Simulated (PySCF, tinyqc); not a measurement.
Worked calculation: coupled-perturbed Hartree-Fock on RHF in the sto-3g basis, for BH, spin multiplicity 1. The lowest restricted solution is unstable here: a spin-polarised one lies 0.0124 hartree lower (PySCF). One step of it, computed by the program tinyqc.

Question. Response to a field: uncoupled start. Field along z; U_ai = -mu_ai / (e_a - e_i), alpha = -4 sum U_ai mu_ai.

orbital energies (hartree): MO1 -7.335878, MO2 -0.596681, MO3 -0.244999, MO4 0.270268, MO5 0.270268, MO6 0.775427

dipole integrals <a|z|i> (bohr):
```
           i1        i2         i3
a4   0.000000  0.000000   0.000000
a5   0.000000  0.000000   0.000000
a6  -0.094206  0.643927  -0.872977
```

Give: uncoupled U; uncoupled polarisability.

Answer.

uncoupled U:
```
        i1       i2      i3
a4  0.0000   0.0000  0.0000
a5  0.0000   0.0000  0.0000
a6  0.0116  -0.4693  0.8555
```

uncoupled polarisability = 4.2005 bohr^3
